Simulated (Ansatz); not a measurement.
A computed series for Cu: pressure series

Base system: Cu in the fcc (Cu type) structure (space group Fm-3m, No. 225).

Cu is modelled in the cubic space group Fm-3m (No. 225), the fcc (Cu type) structure, Pearson symbol cF4. Cell: a = b = c = 3.564 Å, α = β = γ = 90.00°. Cu on 4a has 12 Cu at 2.520 Å (cuboctahedral). (Neighbours: up to the widest gap in distance over summed covalent radii, below 1.35, at either atom.)
(The calculation used a cell of 1 atom; values per cell refer to that cell.)

Cell and atoms are relaxed at each pressure.

Calculations: PBEsol/PAW in Ansatz (a program for electronic structure), no SOC.

```tsv
pressure (GPa)	volume per atom (Å³/atom)
-2	11.455
-1	11.384
0	11.315
0.9	11.255
2.1	11.179
4.5	11.035
9	10.790
15	?
22.5	10.205
```

**Question.** Fit the third-order Birch–Murnaghan form P(V) = (3B₀/2)[(V₀/V)^(7/3) − (V₀/V)^(5/3)]·[1 + (3/4)(B₀′ − 4)((V₀/V)^(2/3) − 1)] (squares taken in P) to the rows shown and predict the withheld row.

**Answer.** Least squares on the printed values gives V₀ = 11.315 Å³/atom, B₀ = 168 GPa, B₀′ = 5.0; this predicts 10.507 Å³/atom, and the run gives 10.508 Å³/atom, in agreement.

Measured bulk modulus of Cu: 144.3 GPa (static lattice; corrected from measurement; as listed in Daniel Mejia-Rodriguez, S. B. Trickey, Phys. Rev. B (2018)); the computed value is 17 % above it.

Load acts through the strain it causes; cell and atoms are relaxed under it. No phonon test of stability was made. Competing high-pressure phases were not computed. The final runs are not spin-polarised.
